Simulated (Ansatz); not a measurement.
Compare A (`CN=C(O)O`) with its isomer B (`NC(=O)CO`).

Computed with Ansatz on PBE0-D4/def2-TZVP structures; ΔE is electronic, products minus reactants. CCSD(T)/CBS adds triple-zeta CCSD(T) − MP2 to the extrapolated MP2 energy (def2 sets, frozen cores). Functionals use def2-TZVPP. B3LYP here is the variant with VWN-RPA as its local correlation; programs differ in this. Each species was taken in one conformer, which may not be the lowest.

Which isomer does CCSD(T)/CBS put lower? Give the gap. (Estimate.)

The calculation gave: B, by 43.8 kJ/mol.

Give E(B) − E(A) in kJ/mol with CCSD/def2-TZVPP, PBE-D4, HF/def2-TZVPP, B3LYP-D4, B2PLYP, ωB97M-V, CCSD(T)/def2-TZVPP. (Estimate.)

Computed: CCSD/def2-TZVPP -42.4, PBE-D4 -43.3, HF/def2-TZVPP -47.8, B3LYP-D4 -47.5, B2PLYP -46.3, ωB97M-V -44.0, CCSD(T)/def2-TZVPP -41.2. None reverses the order clearly.

Largest T1 diagnostic: 0.014.

In def2-TZVPP, CCSD(T) changes the Hartree–Fock value by +6.7 kJ/mol (the triples alone add +1.3 kJ/mol) and MP2 by +6.2 kJ/mol.
